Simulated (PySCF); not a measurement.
**Functional benchmark on one molecule**

Molecule: `CNC(C)(C)C`, C5H13N.

Geometry:
| atom | x (Å) | y (Å) | z (Å) |
| --- | --- | --- | --- |
| C1 | 1.801 | -0.913 | -0.663 |
| N2 | 0.959 | -0.600 | 0.464 |
| C3 | -0.300 | 0.104 | 0.215 |
| C4 | -0.101 | 1.462 | -0.477 |
| C5 | -1.213 | -0.779 | -0.637 |
| C6 | -0.947 | 0.323 | 1.581 |
| H7 | 2.127 | -0.047 | -1.279 |
| H8 | 2.710 | -1.418 | -0.303 |
| H9 | 1.297 | -1.621 | -1.339 |
| H10 | 1.491 | -0.082 | 1.159 |
| H11 | 0.347 | 1.347 | -1.476 |
| H12 | -1.060 | 1.989 | -0.604 |
| H13 | 0.563 | 2.108 | 0.121 |
| H14 | -1.326 | -1.769 | -0.170 |
| H15 | -2.209 | -0.321 | -0.736 |
| H16 | -0.815 | -0.921 | -1.653 |
| H17 | -1.921 | 0.826 | 1.484 |
| H18 | -1.093 | -0.641 | 2.091 |
| H19 | -0.307 | 0.953 | 2.221 |

Geometry PBE0-D3(BJ)/def2-SVP throughout; GIAO in PySCF 2.14.0 with density-fitted response routines, gas phase, one conformer, non-relativistic; equivalent atoms averaged; basis pcSseg-1.

Reference values (measured; solution, not stated per compound (mostly CDCl3 or CCl4); Pretsch, Buehlmann, Badertscher, Structure Determination of Organic Compounds, 4th ed. (2009)): δ(C3) = 50.4 ppm, δ(C4/C5/C6) = 28.2 ppm. Computed shifts are taken against TMS, calculated as an isolated molecule at each level.

Problem. How do the functionals HF, LDA, PBE, BLYP, BP86, OPBE, KT2, KT3, B97-D, B3LYP, PBE0, mPW1PW91, WP04, B97-2, BHandHLYP, CAM-B3LYP, wB97X-D, LC-wPBE perform against the reference? Times are CPU seconds on shared hosts with different chips, so compare them loosely.

Solution. 
```
functional                    kind    C3  C4/C5/C6  mean abs. error C  core-s
        HF            Hartree–Fock  40.9      28.4                4.8     8.4
       LDA                     LDA  53.3      30.6                2.7      24
       PBE                     GGA  51.9      29.9                1.6      32
      BLYP                     GGA  53.3      30.5                2.6      31
      BP86                     GGA  52.5      30.1                2.0      31
      OPBE                     GGA  48.7      27.9                1.0      31
       KT2                     GGA  51.9      29.1                1.2      49
       KT3                     GGA  50.7      28.4                0.3      49
     B97-D                     GGA  51.5      29.6                1.3      50
     B3LYP           global hybrid  50.8      30.2                1.2      33
      PBE0           global hybrid  48.9      29.6                1.5      20
  mPW1PW91           global hybrid  48.9      29.5                1.4      33
      WP04           global hybrid  54.0      29.4                2.4      17
     B97-2           global hybrid  48.9      29.2                1.2      17
 BHandHLYP           global hybrid  47.2      29.6                2.3      17
 CAM-B3LYP  range-separated hybrid  49.2      30.1                1.5      24
   wB97X-D  range-separated hybrid  48.7      30.0                1.7      24
   LC-wPBE  range-separated hybrid  46.2      29.4                2.7      35
```

For $^{13}$C the closest is KT3 (0.3 ppm) and the furthest HF (4.8 ppm). One molecule is a small sample, and vibrational and solvent effects are absent from the calculation.
